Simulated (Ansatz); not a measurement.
Two isomers of C3H7NO2: A = `N=C(O)CCO`, B = `CC1(N)OCO1`.

Calculated with Ansatz (gas phase, PBE0-D4/def2-TZVP geometries, no zero-point term in ΔE). CCSD(T)/CBS adds triple-zeta CCSD(T) − MP2 to the extrapolated MP2 energy (def2 sets, frozen cores). Functionals use def2-TZVPP. One conformer a species, not always the lowest.

A:

```xyz
13

N    -0.5883    1.1947    0.8101
C     0.0987    0.1437    0.9732
O     0.6058   -0.3152    2.1368
C     0.4313   -0.7700   -0.1626
C     0.1079   -0.1781   -1.5244
O    -1.2563    0.1019   -1.6852
H    -0.7457    1.7190    1.6678
H     0.3428    0.2674    2.8587
H    -0.1283   -1.7002   -0.0125
H     1.4921   -1.0305   -0.0948
H     0.3819   -0.8989   -2.2986
H     0.7198    0.7219   -1.6790
H    -1.4617    0.7444   -0.9894
```

B:

```xyz
13

C     0.992    1.103   -0.025
C     0.203   -0.183   -0.058
N     1.036   -1.300   -0.152
O    -0.806   -0.218    0.990
C    -1.769   -0.078   -0.028
O    -0.815   -0.199   -1.063
H     1.617    1.177   -0.915
H     1.626    1.135    0.864
H     0.309    1.950    0.008
H     0.536   -2.166   -0.009
H     1.849   -1.246    0.443
H    -2.260    0.905   -0.019
H    -2.519   -0.880   -0.037
```

Task: Which isomer does CCSD(T)/CBS put lower? Give the gap. (Estimate.)

Result: Computed: A, by 17.4 kcal/mol.

Task: Give E(B) − E(A) in kcal/mol with MP2/def2-TZVPP, PBE0-D4, PBE-D4, ωB97M-V, r2SCAN-D4, HF/def2-TZVPP, CCSD/def2-TZVPP. (Best estimate.)

Result: Computed: MP2/def2-TZVPP 17.4, PBE0-D4 15.9, PBE-D4 17.7, ωB97M-V 16.1, r2SCAN-D4 17.2, HF/def2-TZVPP 16.3, CCSD/def2-TZVPP 16.6. None reverses the order clearly.

Largest T1 diagnostic: 0.012.

From PBE to PBE0 (25 % exact exchange), in def2-TZVPP and without D4, E(B) − E(A) moves by −1.8 kcal/mol. In def2-TZVPP, CCSD(T) changes the Hartree–Fock value by +0.8 kcal/mol (the triples alone add +0.5 kcal/mol) and MP2 by +1.1 kcal/mol.
